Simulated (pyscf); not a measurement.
PH₃ + •H₂Si–SiH₃ -> PH₂• + disilane (H₃Si–SiH₃) (hydrogen abstraction; doublet surface; H–P broken, H–Si formed). Structures and frequencies: ωB97X-D3(BJ)/def2-SVP in PySCF. Energies in kcal/mol from the separated reactants.

| level | barrier | reaction energy |
|---|---|---|
| ωB97X-D3(BJ)/def2-TZVP | 3.4 | -5.5 |
| r²SCAN/def2-TZVP | 1.3 | -4.4 |
| B3LYP-D3(BJ)/def2-TZVP | 0.9 | -5.6 |
| M06-2X/def2-TZVP | … | … |
| ωB97M-D3(BJ)/def2-TZVP | … | -5.6 |
| HF/def2-TZVP | 16.7 | -9.7 |

Question: Some entries are withheld; supply them.

Answer: 
- M06-2X/def2-TZVP, barrier: 5.0
- M06-2X/def2-TZVP, reaction energy: -4.5
- ωB97M-D3(BJ)/def2-TZVP, barrier: 4.6

The functionals in the table span 4.1 kcal/mol in this barrier, from B3LYP-D3(BJ) to M06-2X. This is the saddle that the search found; another between the same sides may lie lower. The angle at the transferred H is 164°.
